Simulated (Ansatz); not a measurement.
This triplet lies 0.40 eV above the relaxed singlet at the level frozen-core CCSD(T)/cc-pVTZ // B3LYP-D3(BJ)/def2-TZVP (Ansatz, an electronic-structure program); other levels give the other order.

Computed with B3LYP-D3(BJ)/def2-TZVP (Ansatz). No frequencies were computed at this level.

Ansatz 0.2 input:
```yaml
crystal:
  periodic: [false, false, false]
  atoms:
    - { symbol: C, position_ang: [-0.507005, 0.038365, -0.041978] }
    - { symbol: C, position_ang: [0.80417, -0.575019, -0.22855] }
    - { symbol: Cl, position_ang: [2.289541, -0.046435, 0.262784] }
    - { symbol: H, position_ang: [-1.264286, -0.596155, -0.500345] }
    - { symbol: H, position_ang: [-0.757422, 0.150747, 1.021315] }
    - { symbol: H, position_ang: [-0.564998, 1.028497, -0.513227] }
basis:
  gaussian: { orbitals: def2-tzvp }
hamiltonian:
  xc: b3lyp
  dispersion: d3bj
relax:
  max_steps: 150
magnetization:
  spin_polarized: true
  initial_magnetization: 2
```

Output:

```
Functional definition: B3LYP
755 factors; their error is unknown
mean field evaluation 1: about -14634.7929 eV, gradient 4.2e1 eV
mean field evaluation 2: about -14623.2457 eV, gradient 6.2e1 eV
mean field evaluation 4: about -14643.6189 eV, gradient 4.8e0 eV
mean field evaluation 8: about -14643.7458 eV, gradient 2.4e-1 eV
mean field evaluation 16: about -14643.7460 eV, gradient 1.9e-5 eV
mean field -14643.74598778 eV, -538.1477391634 hartree, gradient 1.9e-5 eV, S^2 2.007269; 0 other end points of the search recorded, 0 dependent functions left out
reference -14643.74622266 eV, -538.1477477950 hartree; 17, 15 occupied and 100, 102 virtual orbitals, 755 factors
relax step   1: F+E_penalty+E_count = -14643.90958796 eV  Δ(F+E_penalty+E_count) = +0.000e0 eV  max|allowed force component| = 5.395e-1 eV/Å  Δτ_max = 0.0000 Å  (29 SCF iters, accepted)
these checks for a lower state are left out or cut short: starts, cluster_reference, orbital_swaps, neighbouring_geometries, increment
755 factors; their error is unknown
mean field -14643.75253141 eV, -538.1479796374 hartree, gradient 1.0e-5 eV, S^2 2.007274; 0 other end points of the search recorded, 0 dependent functions left out
reference -14643.75276642 eV, -538.1479882740 hartree; 17, 15 occupied and 100, 102 virtual orbitals, 755 factors
relax step   2: F+E_penalty+E_count = -14643.91555198 eV  Δ(F+E_penalty+E_count) = -5.964e-3 eV  max|allowed force component| = 3.157e-1 eV/Å  Δτ_max = 0.0134 Å  (35 SCF iters, accepted)
these checks for a lower state are left out or cut short: starts, cluster_reference, orbital_swaps, neighbouring_geometries, increment
755 factors; their error is unknown
mean field -14643.75569633 eV, -538.1480959459 hartree, gradient 1.0e-5 eV, S^2 2.007242; 0 other end points of the search recorded, 0 dependent functions left out
reference -14643.75593132 eV, -538.1481045816 hartree; 17, 15 occupied and 100, 102 virtual orbitals, 755 factors
relax step   3: F+E_penalty+E_count = -14643.91832179 eV  Δ(F+E_penalty+E_count) = -2.770e-3 eV  max|allowed force component| = 4.321e-2 eV/Å  Δτ_max = 0.0105 Å  (34 SCF iters, accepted)
these checks for a lower state are left out or cut short: starts, cluster_reference, orbital_swaps, neighbouring_geometries, increment
755 factors; their error is unknown
mean field evaluation 32: about -14643.7328 eV, gradient 2.8e-1 eV
mean field -14643.75579587 eV, -538.1480996042 hartree, gradient 1.0e-5 eV, S^2 2.007222; 0 other end points of the search recorded, 0 dependent functions left out
reference -14643.75603080 eV, -538.1481082376 hartree; 17, 15 occupied and 100, 102 virtual orbitals, 755 factors
relax step   4: F+E_penalty+E_count = -14643.91846353 eV  Δ(F+E_penalty+E_count) = -1.417e-4 eV  max|allowed force component| = 1.048e-2 eV/Å  Δτ_max = 0.0026 Å  (36 SCF iters, accepted)
these checks for a lower state are left out or cut short: starts, cluster_reference, orbital_swaps, neighbouring_geometries, increment
755 factors; their error is unknown
mean field -14643.75573310 eV, -538.1480972974 hartree, gradient 1.0e-5 eV, S^2 2.007213; 0 other end points of the search recorded, 0 dependent functions left out
reference -14643.75596797 eV, -538.1481059287 hartree; 17, 15 occupied and 100, 102 virtual orbitals, 755 factors
relax step   5: F+E_penalty+E_count = -14643.91848119 eV  Δ(F+E_penalty+E_count) = -1.766e-5 eV  max|allowed force component| = 5.071e-3 eV/Å  Δτ_max = 0.0027 Å  (34 SCF iters, accepted)
755 factors; their error is unknown
mean field evaluation 64: about -14643.7557 eV, gradient 2.0e-5 eV
mean field -14643.75573310 eV, -538.1480972974 hartree, gradient 5.7e-5 eV, S^2 2.007213; 1 other end points of the search recorded, 0 dependent functions left out
reference -14643.75596797 eV, -538.1481059286 hartree; 17, 15 occupied and 100, 102 virtual orbitals, 755 factors
Total energy: -14643.91871606 eV, -538.1540868104 hartree
Atom 0 at    -0.512393     0.037421    -0.043171 Å, force     0.004282     0.005071     0.003349 eV/Å
Atom 1 at     0.807791    -0.583456    -0.232131 Å, force     0.001366    -0.003310    -0.001671 eV/Å
Atom 2 at     2.310139    -0.040313     0.268144 Å, force    -0.000835     0.000053    -0.000091 eV/Å
Atom 3 at    -1.278566    -0.591723    -0.499773 Å, force    -0.001100    -0.002939    -0.001777 eV/Å
Atom 4 at    -0.760108     0.150218     1.020258 Å, force    -0.001833     0.000677    -0.000163 eV/Å
Atom 5 at    -0.566863     1.027853    -0.513328 Å, force    -0.001880     0.000448     0.000353 eV/Å
Dipole moment:    -0.259502     0.119573     0.035730 e Å
```

Cost: around 17 core-seconds (rough).
